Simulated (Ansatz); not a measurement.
Reaction (SMILES): [O]N=O → N atom + 2 O atom
B3LYP-D3(BJ)/def2-TZVP geometries, fixed; electronic energies without zero-point terms.

Basis-set convergence of the atomisation energy at B3LYP with Ansatz (a first-principles code). Cartesian d functions, on some or all atoms, in 6-31G**, 6-31+G*; all else is spherical. The program fits the integrals of some runs and decomposes those of others, by size. Open shells are unrestricted. No added dispersion term, no relativity. Functions are those of the species that has most. Reference: the value in aug-pcseg-3, 233.42 kcal/mol, itself unsure by roughly 0.27 kcal/mol (its mean distance from aug-cc-pVQZ, cc-pV5Z, def2-QZVPPD).

```tsv
basis	functions	atomisation energy (kcal/mol)
STO-3G	15	___
3-21G	27	175.98
6-31G	27	___
pcseg-0	27	164.98
cc-pVDZ	42	229.89
def2-SVP	42	238.31
pcseg-1	42	225.51
6-31G**	45	229.65
6-31+G*	57	226.22
6-311+G**	66	___
def2-SVPD	66	236.72
aug-cc-pVDZ	69	228.60
def2-TZVPP	93	232.56
def2-TZVPPD	117	232.55
jun-cc-pV(T+d)Z	117	___
aug-cc-pVTZ	138	231.69
aug-pcseg-2	138	232.72
aug-cc-pVQZ	240	233.34
```

Problem. Complete the blanks.

Solution. 
- STO-3G, atomisation energy (kcal/mol): 175.37
- 6-31G, atomisation energy (kcal/mol): 177.68
- 6-311+G**, atomisation energy (kcal/mol): 226.02
- jun-cc-pV(T+d)Z, atomisation energy (kcal/mol): 231.62
